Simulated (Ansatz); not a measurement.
**CH₄Si: vertical ionisation energy**

An exercise on one series of results from a longer session: the logs are not shown, and one member is left open.

Method: unrestricted cation, the program's frozen cores in correlated methods; program: Ansatz 0.2.0, Gaussian basis.

Levels to be run: UKS PBE-D4/def2-TZVPP; UKS r2SCAN-D4/def2-TZVPP; UKS PBE0-D4/def2-TZVPP; UKS B3LYP-D4/def2-TZVPP; UKS wB97X-V/def2-TZVPP; UKS wB97M-V/def2-TZVPP; UKS B2PLYP/def2-TZVPP; UHF-CCSD(T)/def2-TZVPP; UHF-MP2/def2-QZVPP; extrapolation to the limit; then −ε(HOMO) from the neutral's earlier runs with LDA (SPW92), PBE-D4, revPBE-D4, BLYP-D4, r2SCAN-D4, B97M-V, PBE0-D4, B3LYP-D4, r2SCANh-D4, r2SCAN0-D4, HSE06-D4, BHLYP-D4, CAM-B3LYP-D4, LC-ωPBE, ωB97X-V, ωB97M-V.

## The relaxed structure

The geometry comes from an earlier relaxation with PBE0-D4 in a triple-zeta def2 set; it is a stationary point.

6 atoms, charge 0, spin multiplicity 1.

Atoms are counted from 1 here; the program's logs count them from 0.

Bond lengths: C1–Si2 1.892 Å, C1–H3 1.098 Å, C1–H4 1.091 Å, C1–H5 1.098 Å, Si2–H6 1.531 Å. Angles: Si2–C1–H3 109.7°, Si2–C1–H4 113.8°, Si2–C1–H5 109.5°, H3–C1–H4 109.0°, H3–C1–H5 105.5°, H4–C1–H5 109.0°, C1–Si2–H6 94.2°.

Set-up of the first run:

in.yaml reads:

```yaml
crystal:
  periodic: [false, false, false]
  atoms:
    - {symbol: C, position_ang: [-0.093516, -0.365984, -0.370345]}
    - {symbol: Si, position_ang: [0.917299, 0.209775, 1.122309]}
    - {symbol: H, position_ang: [-1.156892, -0.410100, -0.102198]}
    - {symbol: H, position_ang: [0.214952, -1.335643, -0.762996]}
    - {symbol: H, position_ang: [-0.024007, 0.381989, -1.170808]}
    - {symbol: H, position_ang: [0.142164, 1.519973, 1.284048]}
basis:
  gaussian: {orbitals: def2-TZVPP}
total_charge: 1
magnetization: {spin_polarized: true, initial_magnetization: 1}
hamiltonian: {xc: pbe, dispersion: d4}
```

Steps of the session up to this table: Cation, UKS PBE-D4/def2-TZVPP; Cation, UKS r2SCAN-D4/def2-TZVPP; Cation, UKS PBE0-D4/def2-TZVPP; Cation, UKS B3LYP-D4/def2-TZVPP; Cation, UKS wB97X-V/def2-TZVPP; Cation, UKS wB97M-V/def2-TZVPP; Cation, UKS B2PLYP (frozen core)/def2-TZVPP; Cation, UHF-CCSD(T)/def2-TZVPP; Cation, UHF-MP2/def2-QZVPP.

One of the session's tables, all rows but one given; the rest of the session is left out.

It belongs to the step «Ionisation energies side by side». Orbital estimates, from the neutral's runs:

```
  functional  −ε(HOMO) (eV)
 LDA (SPW92)           5.31
      PBE-D4           5.26
   revPBE-D4           5.24
     BLYP-D4           5.15
   r2SCAN-D4           5.45
      B97M-V           5.53
     PBE0-D4           6.30
    B3LYP-D4           6.14
  r2SCANh-D4           5.84
  r2SCAN0-D4           6.42
    HSE06-D4           5.90
    BHLYP-D4           7.25
CAM-B3LYP-D4           7.59
     LC-ωPBE           8.88
     ωB97X-V           8.56
     ωB97M-V              ?
```

Q: Estimate the row for ωB97M-V from the others.

**Answer.** −ε(HOMO) (eV): 8.39. In the column «−ε(HOMO) (eV)» it lies between CAM-B3LYP-D4 (7.59) and ωB97X-V (8.56).
